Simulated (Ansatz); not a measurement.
Process, species as SMILES: N#N (N2) → 2 N atom
B3LYP-D3(BJ)/def2-TZVP geometries, fixed; electronic energies without zero-point terms.

Basis-set convergence of the atomisation energy at r2SCAN with Ansatz (an electronic-structure program). Cartesian d functions, on some or all atoms, in 6-31G**, 6-31+G*; all else is spherical. The program fits the integrals of some runs and decomposes those of others, by size. Open shells are unrestricted. No added dispersion term, no relativity. Functions are those of the species that has most. Reference: the value in aug-cc-pV5Z, 220.73 kcal/mol, itself unsure by roughly 0.13 kcal/mol (its mean distance from pcseg-4, aug-pcseg-3, aug-cc-pVQZ). Deviations are taken from unrounded values.

```tsv
basis	functions	atomisation energy (kcal/mol)	minus reference (kcal/mol)
STO-3G	10	157.74	-62.99
3-21G	18	177.12	-43.61
6-31G	18	181.12	-39.61
6-31G**	30	212.97	-7.76
6-311G**	36	215.08	-5.65
6-31+G*	38	212.82	-7.91
6-311+G**	44	215.03	-5.70
6-311++G(2d,2p)	54	217.24	-3.49
6-311++G(3df,3pd)	78	219.91	-0.82
```

Of the sets listed that have larger relatives (same family, alike in diffuse functions), none stays within 2 kcal/mol of the reference together with them. Inside, with no larger relative to test it: 6-311++G(3df,3pd).
